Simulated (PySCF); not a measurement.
Parents of the type SiH3-X, H atom removed and the species left after one step. Gas-phase values, no solvent. One relaxed conformer stands for each flexible species; it need not be the lowest. Strings in code marks are SMILES.

These are r2SCAN-D4/def2-TZVP (PySCF) values and carry that method's errors. 

```csv
species,dipole moment (D)
"X = H, H atom removed (`[SiH3]`)",0.05
"X = ethyl, parent (`CC[SiH3]`)",0.94
"X = ethyl, H atom removed (`CC[SiH2]`)",–
"X = fluoro, parent",1.20
"X = hydroxy, parent",1.36
"X = amino, H atom removed (`N[SiH2]`)",–
```
